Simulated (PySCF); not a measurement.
**How methods differ on the ionisation energy of Ne**

Ne [Ne] (1S) → Ne⁺ [He] 2s2 2p5 (2P), as a difference of total energies. All numbers are calculated (PySCF 2.14, no relativity, point nucleus, in cc-pVDZ (3s2p1d, 14 functions)). Correlated levels: valence: 1s2 frozen. The calculations carry no spin-orbit coupling.

```tsv
method	ionisation energy (eV)
UHF	19.668
MN15	21.296
PBE0	21.159
MP2 (valence)	21.074
SCS-MP2 (valence)	20.950
CCSD (valence)	20.889
CCSD(T) (valence)	20.890
```

Problem. How much does correlation contribute at CCSD(T) (valence)?

Solution. 20.890 − (19.668) = 1.222 eV, measured against UHF.

Errors of the correlated levels include the incompleteness of this basis and the frozen core.

For comparison: 21.597 eV (measured; NIST levels, between the centres of gravity of the two terms).
